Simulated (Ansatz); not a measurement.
Molecule (SMILES): P (PH3).
Atoms: P1, H2, H3, H4. Bonds: P1-H2, P1-H3, P1-H4.

Basis-set convergence of the harmonic zero-point energy at B3LYP with Ansatz (a program for electronic structure). Each level at its own minimum, finite differences of forces, unscaled; the reference is a large set that could be run, not a limit. Cartesian d functions, on some or all atoms, in 6-31G*, 6-31+G*, 6-311G**, 6-311+G**; all else is spherical. The program fits the integrals of some runs and decomposes those of others, by size. No added dispersion term, no relativity. Reference: the value in aug-pcseg-2, 14.95 kcal/mol, itself unsure by roughly 0.02 kcal/mol (its mean distance from aug-cc-pV(T+d)Z, def2-TZVPPD). Deviations are taken from unrounded values.

| basis | functions | harmonic zero-point energy (kcal/mol) |
|---|---|---|
| 6-31G* | 25 | 15.21 |
| 6-31+G* | 29 | 15.18 |
| def2-SVP | 33 | 14.92 |
| def2-SVPD | 48 | 14.94 |
| pcseg-1 | 33 | 15.01 |
| aug-pcseg-1 | 54 | 14.96 |
| cc-pV(D+d)Z | 38 | 14.91 |
| aug-cc-pV(D+d)Z | 59 | 14.87 |
| 6-311G** | 45 | 14.97 |
| 6-311+G** | 49 | 14.98 |
| def2-TZVP | 55 | 14.99 |
| def2-TZVPD | 70 | 14.97 |
| pcseg-2 | 76 | 14.97 |
| aug-pcseg-2 | 119 | 14.95 |
| cc-pV(T+d)Z | 81 | 14.98 |
| aug-cc-pV(T+d)Z | 124 | 14.98 |
| def2-TZVPP | 84 | 14.99 |
| def2-TZVPPD | 99 | 14.98 |

What the diffuse functions change, pair by pair:
- 6-31G* to 6-31+G*: 4 more functions, deviation 0.25 to 0.23 kcal/mol
- def2-SVP to def2-SVPD: 15 more functions, deviation -0.03 to -0.02 kcal/mol
- pcseg-1 to aug-pcseg-1: 21 more functions, deviation 0.06 to 0.01 kcal/mol
- cc-pV(D+d)Z to aug-cc-pV(D+d)Z: 21 more functions, deviation -0.05 to -0.08 kcal/mol
- 6-311G** to 6-311+G**: 4 more functions, deviation 0.02 to 0.02 kcal/mol
- def2-TZVP to def2-TZVPD: 15 more functions, deviation 0.04 to 0.01 kcal/mol
- pcseg-2 to aug-pcseg-2: 43 more functions, deviation 0.01 to 0.00 kcal/mol
- cc-pV(T+d)Z to aug-cc-pV(T+d)Z: 43 more functions, deviation 0.03 to 0.03 kcal/mol
- def2-TZVPP to def2-TZVPPD: 15 more functions, deviation 0.03 to 0.02 kcal/mol

Leaving out the reference's own pair, they bring the value nearer the reference by more than 0.02 kcal/mol in 1 of 8 pairs.
